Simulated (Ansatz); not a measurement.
A nudged elastic band was laid between two geometries of ClH₄NSi (7 atoms, charge 0, multiplicity 1).

These are results of Ansatz 0.2.0, RKS PBE0-D4/def2-SVP, not measurements.

- movable images: 9
- climbing image: yes
- spring: 5.0 eV/Å²
- optimiser: quadratic models (default)
- start path: through a guess of the saddle point
- force threshold: 0.03 eV/Å
- iteration limit: 60
- end points: relaxed

First end point:

```xyz
7
Properties=species:S:1:pos:R:3
Si 0.226 0.059 0.001
Cl 0.513 0.099 2.068
H 1.584 0.100 -0.604
N -0.685 1.366 -0.629
H -1.685 1.412 -0.463
H -0.281 2.295 -0.667
H -0.503 -1.202 -0.293
```

Last end point:

```xyz
7
Properties=species:S:1:pos:R:3
Si -0.218 -0.515 -0.486
Cl 1.934 1.237 1.653
H 1.495 0.176 1.007
N -0.816 1.082 -0.461
H -1.620 1.452 -0.959
H -0.345 1.786 0.103
H -1.263 -1.089 -1.444
```

Task: Which bonds break or form, and what moves?

Result: Bonds broken: Si1–Cl2, Si1–H3. Bonds formed: Cl2–H3. ClH4NSi becomes ClH + H3NSi.

Task: What energy profile does the band end with?

Result: The run converged. The highest image is number 5 of 0 to 10, 63.9 kcal/mol above the first end and 6.9 kcal/mol above the last; the last end lies 57.0 kcal/mol above the first. A vibrational analysis at the climbing image gives one clearly imaginary mode, 728i cm⁻¹: a first-order saddle point. The orbitals stay closed-shell, which can raise the energy where a bond breaks towards radicals; this wasn't checked here.

| image | path coordinate (Å) | energy (kcal/mol) | Si1–Cl2 (Å) | Si1–H3 (Å) | Cl2–H3 (Å) |
| --- | --- | --- | --- | --- | --- |
| 0 | 0.00 | 0.0 | 2.09 | 1.49 | 2.88 |
| 1 | 0.32 | 2.0 | 2.09 | 1.48 | 2.70 |
| 2 | 0.63 | 11.8 | 2.14 | 1.47 | 2.41 |
| 3 | 0.95 | 32.9 | 2.29 | 1.46 | 2.11 |
| 4 | 1.26 | 55.8 | 2.50 | 1.51 | 1.85 |
| 5 | 1.58 | 63.9 | 2.68 | 1.65 | 1.58 |
| 6 | 2.31 | 59.1 | 3.24 | 2.22 | 1.32 |
| 7 | 3.03 | 58.8 | 3.54 | 2.36 | 1.32 |
| 8 | 3.75 | 58.3 | 3.65 | 2.41 | 1.31 |
| 9 | 4.48 | 57.7 | 3.59 | 2.39 | 1.31 |
| 10 | 5.20 | 57.0 | 3.50 | 2.37 | 1.32 |

Task: What is the geometry of the highest image?

Result: 
```xyz
7
Properties=species:S:1:pos:R:3
Si 0.213 0.062 -0.532
Cl 1.211 -0.092 1.956
H 1.559 0.077 0.425
N -0.808 1.412 -0.703
H -1.810 1.397 -0.539
H -0.450 2.351 -0.833
H -0.747 -1.078 -0.361
```

Task: What are the harmonic wavenumbers there?

Result: 728i, 130, 265, 474, 516, 588, 686, 770, 900, 970, 1512, 1540, 2201, 3605, 3713 cm⁻¹.

Run time: 3.8 min on 1 thread of Intel(R) Xeon(R) 6975P-C (Granite Rapids), with other jobs on the host, peak memory 0.14 GiB.
